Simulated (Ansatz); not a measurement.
**SbH$_{3}$, singlet: reading a ladder of total energies**

Geometry: displaced at random from a stationary point.

```xyz
4

Sb    0.0022    0.0008   -0.0236
H     1.2437    0.0210    0.9562
H    -0.8064    1.1932    0.9373
H    -0.7031   -1.3062    0.9562
```

Basis def2-TZVPP with its core potentials; Ansatz 0.2.0. Only valence electrons are correlated (noble-gas cores and the filled d shells of p-block atoms frozen), which leaves 8 electrons in 83 orbitals. R marks a restricted (for open shells ROHF) determinant. No spin–orbit coupling is included; scalar relativity enters through the core potentials alone.

Full CI isn't at hand for all of this; RCCSDT(Q) serves as the reference, and is uncertain by about the last step of the cluster series.

Runs differ by some tens of microhartree through their thresholds, so steps under 0.03 kcal/mol mean nothing.

```tsv
level	total energy (hartree)
RHF	-240.973352
RMP2	-241.113584
RCCSD	-241.141569
RCCSD(T)	-241.146519
RCCSDT	-241.147303
RCCSDT(Q)	-241.147490
```

What is the correlation energy at RCCSDT(Q), and what share of it do RMP2 and RCCSD(T) recover?

E(corr) = -241.147490 − (-240.973352) = -0.174138 hartree = -4.739 eV. RMP2: -0.140232 / -0.174138 = 80.53 %. RCCSD(T): -0.173167 / -0.174138 = 99.44 %.

By how many kcal/mol does RCCSD(T) miss RCCSDT(Q) (1 hartree = 627.509 kcal/mol), and which steps make up the rest?

-241.146519 − (-241.147490) = 0.000971 hartree = 0.61 kcal/mol. Steps: RCCSDT − RCCSD(T) = -0.49, RCCSDT(Q) − RCCSDT = -0.12 kcal/mol. That is within 1 kcal/mol of the reference in this basis, which itself misses far more of the correlation at the basis-set limit.
